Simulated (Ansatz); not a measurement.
## doublet HNO(+): levels of theory in one basis

```yaml
atoms:
  - { symbol: H, position_ang: [0.0008, 0.1925, -0.9359] }
  - { symbol: N, position_ang: [-0.0170, -0.3700, 0.0247] }
  - { symbol: O, position_ang: [0.0388, 0.1912, 1.0107] }
```

Basis set: def2-SVP (spherical functions). Correlated methods keep 2 orbitals frozen. Correlation on ROHF uses semicanonical orbitals with singles. Charge 1, multiplicity 2.

Computed with Ansatz (development build ahead of 0.2.0); each method stands on the lowest determinant of its kind that the runs found.

```json
{"method": "ROHF", "E − E(ROHF) (eV)": "0.00", "<S²> of the determinant": "0.75"}
{"method": "UHF", "E − E(ROHF) (eV)": "-0.27", "<S²> of the determinant": "0.88"}
{"method": "UHF-MP2", "E − E(ROHF) (eV)": "-8.98", "<S²> of the determinant": "0.88"}
{"method": "ROHF-CCSD(T)", "E − E(ROHF) (eV)": "-9.95", "<S²> of the determinant": "–"}
{"method": "UHF-CCSD(T)", "E − E(ROHF) (eV)": "-9.94", "<S²> of the determinant": "0.88"}
```

Q: What does ROHF-MP2 give on the same scale?

A: -9.51 eV.

Q: Is a single determinant a sound starting point here?

A: Only with care. Unrestricted orbitals gain 0.27 eV and <S²> is 0.88 against 0.75 for a pure state, a contamination that matters most for the unrestricted series.

Caution for UHF, UHF-MP2, UHF-CCSD(T): the unrestricted determinant is spin contaminated.
